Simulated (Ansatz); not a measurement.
hcp Re

Computed with HSE06 (Ansatz, a first-principles code, PAW).

Run with plane-wave cutoff 500 eV, 10×6×1 k mesh (along the axes of the cell as run), Fermi–Dirac smearing 0.1 eV, scalar-relativistic PAW data made under PBE.

Cell: relaxed with r²SCAN.

```
Item                                    Value
----------------------------------  ---------
surface energy of the (10-10) face  3.20 J/m²
work function of the (10-10) face     4.71 eV
```

Note: exact exchange on metals is sensitive to the k mesh and can open a false gap.

The slab of 10 atoms is relaxed and unreconstructed.

Spin–orbit coupling is not included.

The computed numbers hold no vibrational or temperature effects.
